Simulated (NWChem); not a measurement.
## Total energies of O

SMILES: [O]
```xyz
1

O      0.0000     0.0000     0.0000
```
Charge 0, spin multiplicity 3.

Program: NWChem.

Basis set: cc-pVQZ (55 functions).

| method | total energy (Ha) |
|---|---|
| UHF | -74.81729 |
| UMP2 | -74.97489 |
| UB2PLYP | -75.05827 |
| UPBE | -75.01166 |
| UB3LYP | -75.09820 |
| UTPSS | -75.10706 |

Total energies of different functionals aren't comparable as a measure of quality: only differences taken within one method are. 

The correlated methods keep 1 core orbital frozen. B3LYP has NWChem's definition, with VWN1-RPA local correlation. The stability of the SCF solutions was not checked. Open-shell Hartree-Fock references start from PBE0 orbitals.
